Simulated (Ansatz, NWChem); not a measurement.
**Worked example: vertical ionisation energy of CH4S (methanethiol)**

CH4S has 6 atoms, charge 0, and is taken as a singlet. SMILES: `CS`. The shape is that of a PBE0-D4/def2-TZVP optimisation.

Both states at this one shape; open shells run unrestricted unless said. 1 Eh = 27.2114 eV.

```tsv
level	program	singlet CH4S (Eh)	doublet CH4S+ (Eh)
B3LYP/cc-pVTZ	Ansatz	-438.755536	-438.410529
PBE0/cc-pVTZ	NWChem	-438.540839	-438.198064
CCSDT(Q)/STO-3G, 6 core orbitals frozen	Ansatz	-433.004823	-432.782077
```

Work out the vertical ionisation energy at each level.


1. B3LYP/cc-pVTZ: -438.410529 − (-438.755536) = 0.345007 Eh = 9.39 eV; against experiment -0.05 eV.
2. PBE0/cc-pVTZ: -438.198064 − (-438.540839) = 0.342775 Eh = 9.33 eV; against experiment -0.11 eV.
3. CCSDT(Q)/STO-3G: -432.782077 − (-433.004823) = 0.222746 Eh = 6.06 eV; against experiment -3.38 eV.

The measured vertical value is 9.44 eV (NIST CCCBDB). Minimal sets are far from the basis-set limit.
